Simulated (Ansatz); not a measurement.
Zinc-blende MgS (metastable phase), treated with LDA (plane waves, PAW; Ansatz, a program for electronic structure).

Numerical settings: plane-wave cutoff 520 eV, 10×10×10 k mesh, Fermi–Dirac smearing 0.01 eV, scalar-relativistic PAW data made under PBE.

The cell is scaled about its equilibrium volume:

```tsv
V (Å³/atom)	P (GPa)	direct gap at Γ (eV)
20.565	4.32	3.688
21.002	2.73	3.576
21.440	1.30	3.469
21.877	0.01	3.366
22.315	-1.16	3.266
22.753	-2.22	3.170
23.190	-3.18	3.077
```

A straight line through the gaps at Γ against ln V gives a volume deformation potential dE_g(Γ)/d ln V of -5.1 eV: the gap at Γ widens under compression.

Measured, for comparison: band gap 4.78 ± 0.1 eV (temperature not stated, extrapolated in composition from an alloy gap of 4.19 eV, direct; extrapolated from a Zn0.2Mg0.8S0.645Se0.355 epilayer; as tabulated in Lucero et al. (2012), arXiv:1111.4515).
